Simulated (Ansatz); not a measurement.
hcp Mg was calculated with PBE in Ansatz (PAW).

Run with plane-wave cutoff 500 eV, 30×30×14 k mesh (along the axes of the cell as run), Fermi–Dirac smearing 0.1 eV, scalar-relativistic PAW data made under PBE.

Computed at the level's own relaxed cell.

Question: Give the computed volume per atom, lattice parameter a and c axis length.

Answer: 
- volume per atom: 22.97 Å³/atom
- lattice parameter a: 3.197 Å
- c axis length: 5.193 Å

Measured, for comparison: lattice constant a 3.209 Å, lattice parameter c 5.210 Å (293 K, not corrected to a static lattice; as tabulated in Wikipedia's data pages). Computed (rounded) less measured: lattice constant a -0.4 %, lattice parameter c -0.3 %. A static lattice is as a rule a little smaller and stiffer than an uncorrected measurement, which narrows the difference in the lattice constant a, lattice parameter c and would widen misses of the other sign.

It cost roughly 60 core-seconds of CPU time.

Ansatz is an electronic-structure program.
